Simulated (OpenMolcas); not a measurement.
# BNH4 (SMILES BN): methods side by side

The species is BNH4 (6 atoms), meant as a singlet with charge 0. As SMILES, `BN`. Geometry: relaxed at PBE0-D4/def2-TZVP.

```xyz
6

B    -0.1282   -0.6796   -0.0256
N     0.1461    0.6774    0.0108
H     0.2258   -1.3680    0.8875
H    -0.7120   -1.1287   -0.9692
H    -0.1216    1.3137   -0.7208
H     0.6320    1.1214    0.7713
```

Quantity: the energy change with the N2–H5 bond stretched from 1.006 to 2.012 Å, in eV. The values are calculated.

```csv
level,kind,program,value (eV),less FCI/STO-3G,CPU time (all runs)
HF/STO-3G (restricted),Hartree–Fock,OpenMolcas,7.66,+2.93,3.3 s
SVWN5/STO-3G (restricted),LDA,OpenMolcas,5.39,+0.66,8.4 s
PBE/STO-3G (restricted),GGA,OpenMolcas,5.15,+0.42,10 s
r2SCAN/STO-3G (restricted),meta-GGA,OpenMolcas,5.58,+0.85,12 s
B3LYP/STO-3G (restricted),global hybrid,OpenMolcas,5.63,+0.90,9.7 s
M06-2X/STO-3G (restricted),hybrid meta-GGA,OpenMolcas,6.23,+1.50,10 s
"MRCI(2,2)/STO-3G",multireference,OpenMolcas,4.81,+0.08,3.5 s
ACPF/STO-3G (restricted),coupled cluster or CI,OpenMolcas,4.08,-0.65,3.5 s
FCI/STO-3G,exact in the basis,OpenMolcas,4.73,0.00,87 s
```

FCI/STO-3G is exact within its basis and frozen core, so for wave-function methods in that basis the difference is their error; functionals converge differently with the basis, so for them it is only a difference. Spin-restricted single references rise too steeply as a bond breaks, Hartree–Fock most of all. Perturbation and coupled-cluster corrections on them can overshoot downwards. The first shape isn't each level's own minimum. The values span 4.08 to 7.66 eV. All rows use very small basis sets, so even the best lies far from the true value. Times are those of the runs behind each value, whatever else they computed, on shared processors of several kinds: orders of magnitude only.
